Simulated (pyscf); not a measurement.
HS–Zn–SH + HCl → H₂S + HS–Zn–Cl (four-centre exchange; singlet surface; S–Zn, Cl–H broken, H–S, Cl–Zn formed). Optimised with ωB97X-D3(BJ)/def2-SVP in PySCF. Energies in kcal/mol from the separated reactants.

| level | barrier | reaction energy |
|---|---|---|
| PBE/def2-TZVP | -4.4 | -7.5 |
| r²SCAN/def2-TZVP | … | … |
| B3LYP-D3(BJ)/def2-TZVP | -2.4 | -8.9 |
| PBE0-D3(BJ)/def2-TZVP | -4.6 | -8.2 |
| ωB97M-D3(BJ)/def2-TZVP | -0.2 | -9.1 |
| HF/def2-TZVP | … | -13.0 |

**Question.** Fill in the missing entries.

**Answer.** 
- r²SCAN/def2-TZVP, barrier: -5.3
- r²SCAN/def2-TZVP, reaction energy: -8.5
- HF/def2-TZVP, barrier: 11.3

On the reactant side the descent ends in a complex, 6.7 kcal/mol under the separated species and 3.8 kcal/mol under the saddle at ωB97X-D3(BJ)/def2-TZVP. On the product side the descent ends in an adduct with a S–Zn contact, 12.0 kcal/mol under the separated species and 17.7 kcal/mol under the saddle at ωB97X-D3(BJ)/def2-TZVP. At PBE, r²SCAN, B3LYP-D3(BJ), PBE0-D3(BJ), ωB97M-D3(BJ) the saddle lies under the separated reactants, which points to a path from their complex (located at ωB97X-D3(BJ) alone). What is counted as broken (S–Zn) persists as a longer contact in the product adduct; parting that adduct is a step of its own. At ωB97X-D3(BJ) the barrier from the zero used here is -2.9 kcal/mol. This is the saddle that the search found; another between the same sides may lie lower. Elements up to Kr have no core potential and no relativistic terms here.
